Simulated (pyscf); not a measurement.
Optimised with ωB97X-D3(BJ)/def2-SVP in PySCF.

Q: Estimate by transition-state theory the rate constant of HO–AsH–O–AsH₂ (SMILES O[AsH]O[AsH2]) + H₂ (SMILES [H][H]) → HO–AsH–OH (SMILES O[AsH]O) + AsH₃ (SMILES [AsH3]) (singlet surface; As–O, H–H broken, H–O, As–H formed) at 900 K, with ωB97M-D3(BJ)/def2-TZVP energies (ideal gas, 1 atm, RRHO with modes under 100 cm⁻¹ raised to 100, one conformer, R ln 2 for chiral ones without a mode under 150 cm⁻¹; no tunnelling).

A: The electronic barrier is 47.6 kcal/mol and the thermal terms add +27.0, so ΔG‡ = 74.6 kcal/mol. With k_BT/h = 1.88e+13 s⁻¹ and RT = 1.788 kcal/mol, and a volume of 1.23e-19 cm³ per molecule at 1 atm, k = 1.8e-24 cm³ molecule⁻¹ s⁻¹. Wigner's tunnelling factor for 1302i cm⁻¹ would be 1.18. A shift of 1 kcal/mol in the barrier changes k by a factor 1.7. HO–AsH–O–AsH₂ lies 14.3 kcal/mol over its isomer HO–As(OH)–AsH₂ (electronic energy, ωB97M-D3(BJ)). One saddle was located; it need not be the lowest between these sides. Elements up to Kr have no core potential and no relativistic terms here.
